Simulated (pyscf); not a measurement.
Elementary routes open to GeH₃• + H₂C=CH₂ in the gas phase (doublet surface):
A. •H₂C–CH₂–GeH₃ (none broken; C–Ge formed)
B. GeH₂ [singlet] + •H₂C–CH₃ (Ge–H broken; C–H formed)

Single points on ωB97X-D3(BJ)/def2-SVP structures (PySCF, gas phase).

Question: Rank the routes by free-energy barrier at 900 K, lowest first, for ωB97M-D3(BJ)/def2-TZVP energies (ideal gas, 1 atm, RRHO with modes under 100 cm⁻¹ raised to 100, one conformer, R ln 2 for chiral ones without a mode under 150 cm⁻¹).

Answer: A (27.6 kcal/mol), B (50.9 kcal/mol)

Route A is the fastest of these, ahead of the next by 23.3 kcal/mol. The most stable products are those of A (ΔG = +14.6 kcal/mol), so kinetics and thermodynamics agree. At 298 K A is still the fastest. B: On the product side the descent ends in a complex, 4.8 kcal/mol under the separated species and 7.7 kcal/mol under the saddle at ωB97X-D3(BJ)/def2-TZVP. Only these routes are compared; each barrier is that of the saddle found, and lower ones may exist. Elements up to Kr have no core potential and no relativistic terms here.
